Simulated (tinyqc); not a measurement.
Inside a calculation. Method: MP2 on RHF in the sto-6g basis, for NH3, spin multiplicity 1. One step of it, computed by the program tinyqc.

Task: Iteration 1: diagonalisation and new density. Diagonalise F' = X^T F X, C = X C', fill 5 alpha and 5 beta electrons from the bottom; D = 2 C_occ C_occ^T. Each column has its largest component positive (the first on a tie).

Fock matrix F (hartree), lower triangle:
```
             1N 1s      1N 2s     1N 2px     1N 2py     1N 2pz      2H 1s      3H 1s      4H 1s
1N 1s   -15.591602
1N 2s    -3.781639  -2.064264
1N 2px    0.000001  -0.000006  -0.288060
1N 2py    0.000000   0.000000   0.000000  -0.288259
1N 2pz    0.014565   0.150633  -0.000007   0.000000  -0.211451
2H 1s    -0.901630  -0.932717  -0.351351   0.000000   0.220953  -0.519021
3H 1s    -0.902172  -0.933061   0.175546  -0.304413   0.221034  -0.396076  -0.519321
4H 1s    -0.902172  -0.933061   0.175546   0.304413   0.221034  -0.396076  -0.396025  -0.519321
```

X, lower triangle:
```
            1N 1s      1N 2s     1N 2px     1N 2py    1N 2pz      2H 1s      3H 1s     4H 1s
1N 1s    1.023387
1N 2s   -0.146307   1.347765
1N 2px  -0.000002  -0.000014   1.121971
1N 2py   0.000000   0.000000   0.000000   1.122133
1N 2pz   0.010774  -0.127972   0.000011   0.000000  1.050050
2H 1s    0.019757  -0.291153  -0.272850   0.000000  0.114196   1.218173
3H 1s    0.019762  -0.291355   0.136393  -0.236443  0.114293  -0.051577   1.218351
4H 1s    0.019762  -0.291355   0.136393   0.236443  0.114293  -0.051577  -0.051543  1.218351
```

Give: F' = X^T F X; orbital energies; coefficients C; D after iteration 1.

Result:

F' = X^T F X (hartree), lower triangle:
```
          1        2        3        4        5        6        7       8
1  -15.3358
2   -1.9124  -0.9644
3    0.0000   0.0000  -0.0538
4    0.0000   0.0000   0.0000  -0.0537
5    0.0231  -0.0665   0.0000   0.0000  -0.1156
6   -0.1533  -0.4792  -0.4089   0.0000   0.1775   0.0183
7   -0.1535  -0.4794   0.2044  -0.3543   0.1776  -0.1162   0.0184
8   -0.1535  -0.4794   0.2044   0.3543   0.1776  -0.1162  -0.1162  0.0184
```

orbital energies (hartree): MO1 -15.5950, MO2 -1.3020, MO3 -0.4694, MO4 -0.4692, MO5 -0.2381, MO6 0.5053, MO7 0.5499, MO8 0.5503

coefficients C:
```
            MO1      MO2      MO3      MO4      MO5      MO6      MO7      MO8
1N 1s    0.9959  -0.2164   0.0000   0.0000  -0.0862  -0.1545   0.0003   0.0000
1N 2s    0.0194   0.7847   0.0000  -0.0001   0.4856   1.1211  -0.0026   0.0000
1N 2px   0.0000   0.0000   0.0000   0.6502   0.0000   0.0022   0.9735   0.0000
1N 2py   0.0000   0.0000   0.6501   0.0000   0.0000   0.0000   0.0000   0.9738
1N 2pz  -0.0028  -0.0976   0.0000   0.0000   0.8435  -0.6612   0.0015   0.0000
2H 1s   -0.0031   0.1432   0.0000   0.4520  -0.1777  -0.6806  -0.9707   0.0000
3H 1s   -0.0031   0.1432   0.3914  -0.2259  -0.1778  -0.6778   0.4876  -0.8420
4H 1s   -0.0031   0.1432  -0.3914  -0.2259  -0.1778  -0.6778   0.4876   0.8420
```

D after iteration 1, lower triangle:
```
          1N 1s    1N 2s   1N 2px   1N 2py   1N 2pz    2H 1s    3H 1s   4H 1s
1N 1s    2.0923
1N 2s   -0.3847   1.7041
1N 2px   0.0000  -0.0001   0.8456
1N 2py   0.0000   0.0000   0.0000   0.8453
1N 2pz  -0.1087   0.6660   0.0001   0.0000   1.4421
2H 1s   -0.0375   0.0519   0.5878   0.0000  -0.3277   0.5128
3H 1s   -0.0375   0.0520  -0.2938   0.5089  -0.3279  -0.1000   0.5127
4H 1s   -0.0375   0.0520  -0.2938  -0.5089  -0.3279  -0.1000  -0.1000  0.5127
```
